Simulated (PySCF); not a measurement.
NICS in rings of unrelated molecules.

NICS is the negative of the GIAO shielding at a point without a nucleus: at the ring centre (0) and 1 Å above and below it (1); zz is the component along the ring normal. Level: GIAO PBE0/pcSseg-1 (PySCF, non-relativistic, gas phase) on the GFN2-xTB geometries, one conformer each. Atom numbers follow the mapped SMILES.

Task: Order these rings by mean NICS(1)zz, lowest (most negative) first (ppm).
A. ring C2–C3–C4–C5 in `[CH3:1][C@@H:2]1[CH2:3][CH2:4][C:5]1=[O:6]`
B. ring P2–C3–C4–C5–C6 in `[O:1]=[P@@H:2]1[CH2:3][CH2:4][CH2:5][C@H:6]1[C:7]([F:8])([F:9])[F:10]`
C. ring C3–N4–N5–C6–O8 in `[CH3:1][CH2:2][c:3]1[n:4][n:5][c:6]([CH3:7])[o:8]1`
D. ring C4–C5–C6–C7–C10–C11 in `[CH3:1][N:2]([CH3:3])[c:4]1[cH:5][cH:6][c:7]([C:8]#[N:9])[cH:10][cH:11]1`
E. ring C3–C4–N5–N6–C7 in `[CH3:1][O:2][c:3]1[cH:4][nH:5][n:6][c:7]1[CH3:8]`

Result: E (-28.7), C (-25.0), D (-23.9), B (-2.6), A (0.7).

```
                    SMILES                                                       ring  NICS(0)  NICS(1)  NICS(1)zz  HOMA  rms pucker (Å)  ring atoms with four or more neighbours
             COc1c[nH]nc1C        5-membered ring with 2 N; formal bonds all aromatic    -14.3    -11.6      -28.7  0.92            0.00                                        0
              CCc1nnc(C)o1  5-membered ring with 2 N and O; formal bonds all aromatic     -9.2     -9.9      -25.0  0.36            0.00                                        0
        CN(C)c1ccc(C#N)cc1           6-membered carbocycle; formal bonds all aromatic     -8.5    -10.3      -23.9  0.95            0.00                                        0
O=[P@@H]1CCC[C@H]1C(F)(F)F            5-membered ring with P; formal bonds all single     -5.0     -3.9       -2.6     –            0.20                                        5
            C[C@@H]1CCC1=O             4-membered carbocycle; formal bonds all single      7.9     -0.9        0.7     –            0.02                                        3
```

NICS(0) gives the same order. The isotropic NICS(1) gives another order. HOMA uses Krygowski's 1993 parameters; it is left out where a ring has a four-coordinate atom, a triple bond, no multiple bond or a kind of bond without parameters. NICS(1) and NICS(1)zz are means over the two faces.
